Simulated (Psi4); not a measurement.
# BH3F− (SMILES [BH3-]F) at wB97M-V/def2-TZVPD (density fitting with cc-pvqz-jkfit, sweep point 5)

What is the vertical ionisation energy of BH3F− at wB97M-V/def2-TZVPD (density fitting with cc-pvqz-jkfit, sweep point 5)? 

The results are computed with Psi4 1.11.

2 further runs of the same task are left out: 2 set aside as unsound or not needed.

**1. The molecule**

BH3F−: 5 atoms, total charge -1, spin state singlet. SMILES: `[BH3-]F`. The shape is that of a GFN2-xTB optimisation.

Bond lengths: B1–F2 1.447 Å, B1–H3 1.227 Å, B1–H4 1.228 Å, B1–H5 1.228 Å. Angles: F2–B1–H3 108.4°, F2–B1–H4 108.4°, F2–B1–H5 108.4°, H3–B1–H4 110.7°, H3–B1–H5 110.5°, H4–B1–H5 110.5°.

**2. A single-point energy at wB97M-V/def2-TZVPD (density fitting with cc-pvqz-jkfit, sweep point 5)**

Contents of bfh3.in:

```
memory 1600 MB

molecule {
  -1 1
  B     -0.035750     0.029280    -0.033890
  F      0.855550    -0.717910     0.826970
  H     -1.067340     0.264210     0.588100
  H     -0.274560    -0.651290    -1.027540
  H      0.522090     1.075700    -0.353640
  symmetry c1
}

set {
  puream               true
  scf_type             df
  dft_radial_points    99
  dft_spherical_points 590
  df_basis_scf         cc-pvqz-jkfit
}

energy('wb97m-v/def2-TZVPD')
print_variables()
```

Started as:

```
$ psi4 -i bfh3.in -o bfh3.out -n 1
```

bfh3.out:

```text
[...]
  Running in c1 symmetry.
[...]
  Nuclear repulsion =   30.284623548232830
[...]
  Multiplicity = 1
[...]
  Nalpha       = 9
  Nbeta        = 9
[...]
    Number of basis functions: 104
[...]
   @DF-RKS iter   1:  -126.43447369996160   -6.79232e-01   4.75849e-03 DIIS/ADIIS
[...]
   @DF-RKS iter   7:  -126.56013818029069   -3.57398e-07   9.13435e-07 DIIS
[...]
    Orbital Energies [Eh]
    ---------------------
    Doubly Occupied:
       1A    -24.611596     2A     -6.641790     3A     -1.032312
       4A     -0.399965     5A     -0.287018     6A     -0.286945
       7A     -0.276276     8A     -0.144778     9A     -0.144492
[...]
  @DF-RKS Final Energy:  -126.56013818029069
   => Energetics <=
    Nuclear Repulsion Energy =             30.2846235482328296
    One-Electron Energy =                -239.0646452968407516
    Two-Electron Energy =                  93.3709185778806017
    DFT Exchange-Correlation Energy =     -11.2250392001014117
    Empirical Dispersion Energy =           0.0000000000000000
    VV10 Nonlocal Energy =                  0.0740041905380232
    Total Energy =                       -126.5601381802906928
[...]
 Multipole Moments:
 ------------------------------------------------------------------------------------
     Multipole            Electronic (a.u.)      Nuclear  (a.u.)        Total (a.u.)
 ------------------------------------------------------------------------------------
 L = 1.  Multiply by 2.5417464519 to convert [e a0] to [Debye]
 Dipole X            :          2.5641453           -1.9581879            0.6059574
 Dipole Y            :         -2.1544307            1.6446980           -0.5097327
 Dipole Z            :          2.4813937           -1.8942086            0.5871851
 Magnitude           :                                                    0.9857982
[...]
```

It took 71 s on 1 thread of Intel Xeon Platinum 8259CL at 2.50GHz (Skylake/Cascade Lake), shared host; peak memory 1.3 GiB.

**3. Doublet neutral BH3F at the same level**

Contents of job.dat:

```
memory 1600 mb

molecule {
  0 2
  B     -0.035750     0.029280    -0.033890
  F      0.855550    -0.717910     0.826970
  H     -1.067340     0.264210     0.588100
  H     -0.274560    -0.651290    -1.027540
  H      0.522090     1.075700    -0.353640
  symmetry c1
}

set globals {
  reference            uks
  puream               true
  scf_type             df
  dft_radial_points    99
  dft_spherical_points 590
  df_basis_scf         cc-pvqz-jkfit
  maxiter              150
}

e_tot, wfn = energy("wb97m-v/def2-TZVPD", return_wfn=True)
print_variables()
```

Started as:

```
$ psi4 job.dat job.out -n 1
```

job.out:

```text
[...]
  Running in c1 symmetry.
[...]
  Nuclear repulsion =   30.284623548232830
[...]
  Multiplicity = 2
[...]
  Nalpha       = 9
  Nbeta        = 8
[...]
    Number of basis functions: 104
[...]
   @DF-UKS iter   1:  -126.36462189294056   -6.09380e-01   2.76724e-03 DIIS/ADIIS
[...]
   @DF-UKS iter  17:  -126.40283296968660   -3.65973e-08   2.12479e-07 DIIS
[...]
   @S^2 Observed:                7.547123087E-01
[...]
    Orbital Energies [Eh]
    ---------------------
    Alpha Occupied:
       1A    -24.925588     2A     -6.944974     3A     -1.332663
       4A     -0.703416     5A     -0.600383     6A     -0.575440
       7A     -0.574576     8A     -0.469784     9A     -0.430701
    Alpha Virtual:
      10A      0.026639    11A      0.068055    12A      0.098069
      13A      0.099955    14A      0.117736    15A      0.121935
      16A      0.123683    17A      0.146527    18A      0.149733
      19A      0.177855    20A      0.213266    21A      0.215791
      22A      0.217450    23A      0.259187    24A      0.266685
      25A      0.267327    26A      0.306065    27A      0.319023
[...]
  @DF-UKS Final Energy:  -126.40283296968660
   => Energetics <=
    Nuclear Repulsion Energy =             30.2846235482328296
    One-Electron Energy =                -234.0159088197767687
    Two-Electron Energy =                  88.3190434711642354
    DFT Exchange-Correlation Energy =     -11.0614677331146307
    Empirical Dispersion Energy =           0.0000000000000000
    VV10 Nonlocal Energy =                  0.0708765638077084
    Total Energy =                       -126.4028329696865995
[...]
 Multipole Moments:
 ------------------------------------------------------------------------------------
     Multipole            Electronic (a.u.)      Nuclear  (a.u.)        Total (a.u.)
 ------------------------------------------------------------------------------------
 L = 1.  Multiply by 2.5417464519 to convert [e a0] to [Debye]
 Dipole X            :          1.8600354           -1.9581879           -0.0981525
 Dipole Y            :         -1.1777530            1.6446980            0.4669450
 Dipole Z            :          1.5727840           -1.8942086           -0.3214246
 Magnitude           :                                                    0.5753132
[...]
```

Run time: 3 min. Hardware: 1 thread of Intel Xeon Platinum 8259CL at 2.50GHz (Skylake/Cascade Lake), shared host; peak memory 1.3 GiB.

**4. Results**

At wB97M-V/def2-TZVPD (density fitting with cc-pvqz-jkfit, sweep point 5):

```
                                                            quantity          value
                                         singlet BH3F−: total energy  -126.56014 Eh
                                          singlet BH3F−: HOMO energy       -3.93 eV
                                          singlet BH3F−: LUMO energy        4.47 eV
singlet BH3F−: HOMO–LUMO gap (to an unbound level, set by the basis)        8.41 eV
                                  doublet neutral BH3F: total energy  -126.40283 Eh
                                 doublet neutral BH3F: dipole moment         1.46 D
            doublet neutral BH3F: HOMO energy (highest over α and β)      -11.21 eV
             doublet neutral BH3F: LUMO energy (lowest over α and β)       -4.68 eV
                                          doublet neutral BH3F: ⟨S²⟩          0.755
                 vertical detachment energy (to the doublet neutral)       4.280 eV
```

What this shows: Removing an electron at fixed nuclei costs 4.28 eV (99 kcal/mol). The negative HOMO energy of the first species, 3.93 eV, lies 0.35 eV below that difference.
